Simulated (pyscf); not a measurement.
# Routes from `[CH3][SiH2][SiH3]` + `[H]` [doublet]

Candidate steps break at most two bonds and form at most two. Each was searched with GFN2-xTB (tblite) first. Structures and frequencies: ωB97X-D3(BJ)/def2-SVP in PySCF. Energies: ωB97M-D3(BJ)/def2-TZVP, kcal/mol, from the separated reactants, doublet surface; ΔG‡ with ideal gas, 1 atm, RRHO with modes under 100 cm⁻¹ raised to 100, one conformer, R ln 2 for chiral ones without a mode under 150 cm⁻¹.

| products | type | ΔE‡ | ΔE | ΔG‡ 298 K | ΔG‡ 900 K | ν‡ (cm⁻¹) |
|---|---|---|---|---|---|---|
| H₃C–SiH•–SiH₃ + H₂ | hydrogen abstraction | 3.9 | -13.8 | 8.7 | 21.3 | 847i |
| H₃C–SiH₂–SiH₂• + H₂ | hydrogen abstraction | 4.0 | -14.8 | 9.0 | 22.2 | 857i |

Plain bond fissions and candidates not yet searched are not listed, and one of them may be faster. Each barrier is that of the saddle found; lower ones may exist.
